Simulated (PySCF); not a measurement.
NMR problem set

Calculated, not measured (PySCF 2.14.0 with density-fitted response routines): geometry: GFN2-xTB, NMR shieldings at PBE0/pcSseg-1/GIAO. Non-relativistic Hamiltonian, no solvent, one averaged value for each set of equivalent atoms, single conformer.

Chemical shifts δ = σref − σ; 1H and 13C against TMS, all at this level. Where no couplings were computed, multiplicities follow the n + 1 count of equivalent neighbours, and m marks all less simple cases (inequivalent or close neighbours, rings, F or P nearby). Shifts are as computed. Against solution values, carbons near 30 ppm lie about +3 ppm off and those near 130 ppm about +5 ppm. Of 1211 compounds with measured shifts, 218 miss one by over three times the rms of a fit or turn the order of signals round; such compounds aren't used in these exercises.

(1) C5H8O. 1H NMR (400 MHz, computed): δ 7.40 (m, 1H), 6.27 (d, 1H), 2.15 (s, 3H), 2.07 (d, 3H). 13C{1H} NMR (computed): δ 198.2 (C), 153.3 (CH), 133.8 (CH), 33.5 (CH3), 22.1 (CH3). What is it?

(2) C5H8O. 1H NMR (400 MHz, computed): δ 10.11 (d, 1H), 6.73 (m, 1H), 6.37 (m, 1H), 2.99 (m, 2H), 1.18 (t, 3H). 13C{1H} NMR (computed): δ 195.1 (CH), 168.5 (CH), 130.7 (CH), 31.7 (CH2), 16.0 (CH3). Identify the compound.

## Answers

(1) SMILES C(/C)=C\C(C)=O. The formula gives 2 degrees of unsaturation (no ring in the answer). 5 carbon signals for 5 carbons: no two carbons are equivalent. Carbon types of the structure: 1 × C, 2 × CH, 2 × CH3, which accounts for all hydrogens. δC 198.2: ketone carbonyl carbon; the double bond to the heteroatom, with no lone-pair donor beside it, deshields it most. δC 153.3: β carbon of a C=C–C=O unit; conjugation with the carbonyl draws π density from the β position. δC 133.8: α carbon of a C=C–C=O unit; an sp2 carbon of a C=C bond. δH 2.07: hydrogen on an allylic methyl carbon; allylic position.

The data come from this structure; uniqueness wasn't tested.

(2) `CC/C=C\C=O`. Rings plus π bonds: 2 (no ring in the answer). 5 carbon signals for 5 carbons: no two carbons are equivalent. Carbon types of the structure: 3 × CH, 1 × CH2, 1 × CH3, which accounts for all hydrogens. δC 195.1: aldehyde carbonyl carbon; the double bond to the heteroatom, with no lone-pair donor beside it, deshields it most. δC 168.5: β carbon of a C=C–C=O unit; conjugation with the carbonyl draws π density from the β position. δC 130.7: α carbon of a C=C–C=O unit; an sp2 carbon of a C=C bond. δH 10.11: hydrogen on an aldehyde carbonyl carbon; the C=O anisotropy and electron withdrawal place aldehyde protons far downfield.

The data come from this structure; uniqueness wasn't tested.
